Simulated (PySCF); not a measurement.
phosphine (H3P), SMILES P. Atoms are numbered in the order given.

```xyz
4

P      0.0000     0.0000     0.1290
H     -1.0308    -0.5951    -0.6451
H      0.0000     1.1902    -0.6451
H      1.0308    -0.5951    -0.6451
```
Charge 0, spin multiplicity 1.

Geometry: PBE0-D3(BJ)/def2-TZVPD.

All values below come from TDA-LC-ωPBE/def2-TZVPD run with PySCF 2.14.0.

Vertical excitations; the highest root listed may be one member of a degenerate set. Isolated molecule, no solvent. State labels are in the subgroup Cs.

```tsv
state	symmetry	energy (eV)	λ (nm)	f	main pairs
S1	A'	7.40	167	0.157	HOMO→LUMO 96 %
S2	A"	7.43	167	0.084	HOMO→LUMO+2 (degenerate set)
S3	A'	7.43	167	0.084	HOMO→LUMO+1 (degenerate set)
S4	A'	9.66	128	0.048	HOMO→LUMO+7 (degenerate set)
S5	A"	9.66	128	0.048	HOMO→LUMO+6 (degenerate set)
S6	A"	9.79	127	0.000	HOMO−2→LUMO+1 47 %, HOMO−1→LUMO+2 47 %
S7	A'	9.90	125	0.154	HOMO→LUMO+5 86 %
S8	A"	10.22	121	0.120	HOMO→LUMO+4, HOMO−2→LUMO (degenerate set)
S9	A'	10.22	121	0.120	HOMO→LUMO+3, HOMO−1→LUMO (degenerate set)
S10	A'	10.41	119	0.052	HOMO−1→LUMO 54 %, HOMO→LUMO+3 35 %
T1	A"	5.79	214	0	HOMO→LUMO+2 (degenerate set)
T2	A'	5.79	214	0	HOMO→LUMO+1 (degenerate set)
T3	A'	7.02	177	0	HOMO→LUMO 92 %
T4	A'	8.64	143	0	HOMO−1→LUMO+1 39 %, HOMO−2→LUMO+2 39 %, HOMO→LUMO+5 8 %
```
Triplets are in the Tamm–Dancoff approximation.
